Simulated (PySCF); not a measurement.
NO and its ions

PBE; PySCF, no relativity, basis sets N 6-31G(d,p), O 6-31G(d,p). Neutral (UKS): doublet (π ↑), Re = 1.170 Å, ωe = 1910 cm⁻¹, De = 7.41 eV, HOMO -4.21 eV, LUMO -3.99 eV.

NO⁺ (UKS): singlet (closed shell), Re = 1.085 Å, ωe = 2368 cm⁻¹, De = 11.79 eV to N + O⁺. The energies at the minima are -129.75566 hartree for NO and -129.40696 for NO⁺.

Question: Work out the adiabatic ionisation energy, without and with harmonic zero-point energies (1 hartree = 27.2114 eV, 1 eV = 8065.5 cm⁻¹), and the change of the bond length.

Answer: At PBE: 0.34870 hartree = 9.489 eV between the minima; the zero-point term (2368.0 − 1910.0)/2 cm⁻¹ = +0.028 eV makes it 9.517 eV. Re changes by -8.5 pm against the neutral. The electron leaves a π orbital, and the shorter bond of the ion fits an antibonding orbital, or a change in how ionic the bond is.

For an ion De counts to the pair picked by the measured ionisation energies or electron affinities, which need not be the lowest pair at this level. States were picked by a PBE0 search and need not be the measured ground states.
